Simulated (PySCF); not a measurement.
## Relaxation of singlet H₂CO

Level of theory: PySCF, PBE, basis C def2-TZVP, O def2-TZVP, H def2-TZVP (no relativity, density fitting). A (50,194) grid was used.

A hand-made trigonal planar start, of C2v symmetry, held to at least that symmetry:

```xyz
4
charge 0 multiplicity 1, angstrom
C     0.6250    0.0000    0.0000
O    -0.6151    0.0000    0.0000
H     1.1599   -0.9266    0.0000
H     1.1600    0.9266    0.0000
```

Optimiser trace:
```tsv
step	E − E(last) (kJ/mol)	largest gradient (Eh/bohr)
0	10.03	0.06947
1	1.18	0.02237
2	0.14	0.00793
3	0.00	0.00030
4	0.00	0.00002
```

It ends at C2v with C–H 1.119 Å (×2), C–O 1.208 Å; H–C–H 115.8°, H–C–O 122.1° (×2). A frequency run shows a minimum. Other isomers or separated fragments may lie lower.
